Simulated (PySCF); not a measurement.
## Dipole moment and polarisability across levels of theory

Species: cyclopropanol, C3H6O.
InChI=1S/C3H6O/c4-3-1-2-3/h3-4H,1-2H2

PySCF, dipoles from the SCF density, polarisabilities from static response with core orbitals frozen. Isolated species at its PBE0-D3(BJ)/def2-SVP geometry (one conformer only).

The anisotropy is √(½[(α1 − α2)² + (α2 − α3)² + (α3 − α1)²]).

| level | μ (D) | α (Å³) | anisotropy (Å³) |
| --- | --- | --- | --- |
| LDA/def2-SVPD | 1.526 | 6.29 | 0.80 |
| PBE/def2-SVPD | 1.477 | 6.23 | 0.81 |
| B3LYP/def2-SVPD | 1.547 | 6.05 | 0.77 |
| PBE0/def2-SVPD | 1.539 | 5.98 | 0.76 |
| BHandHLYP/def2-SVPD | 1.611 | 5.82 | 0.73 |
| CAM-B3LYP/def2-SVPD | 1.594 | 5.96 | 0.73 |
| wB97X-D/def2-SVPD | 1.567 | 5.95 | 0.74 |
| LC-wPBE/def2-SVPD | 1.603 | 5.80 | 0.69 |
| HF/def2-SVPD | 1.671 | 5.61 | 0.69 |
| PBE0/6-31G* | 1.529 | 4.89 | 0.68 |
| PBE0/6-31+G* | 1.685 | 5.59 | 0.68 |
| PBE0/def2-SVP | 1.492 | 5.04 | 0.65 |
| PBE0/aug-cc-pVDZ | 1.496 | 6.13 | 0.81 |
| PBE0/def2-TZVP | 1.498 | 5.78 | 0.75 |
| PBE0/def2-TZVPD | 1.493 | 6.13 | 0.79 |

The dipole runs from 1.48 D (PBE/def2-SVPD) to 1.68 D (PBE0/6-31+G*). No reference polarisability is at hand; against PBE0 in the largest diffuse basis at hand (def2-TZVPD) the other PBE0 rows deviate by 6-31G* -20%, 6-31+G* -9%, def2-SVP -18%, def2-SVPD -2%, aug-cc-pVDZ 0%, def2-TZVP -6%. In one basis (def2-SVPD) the functionals order the polarisability from HF (lowest) to LDA (highest), a spread of 12%. With PBE0 the polarisability is 5.24 Å³ without diffuse functions (mean of 6-31G*, def2-SVP and def2-TZVP) and 5.96 Å³ with them (mean of 6-31+G*, def2-SVPD, aug-cc-pVDZ and def2-TZVPD).
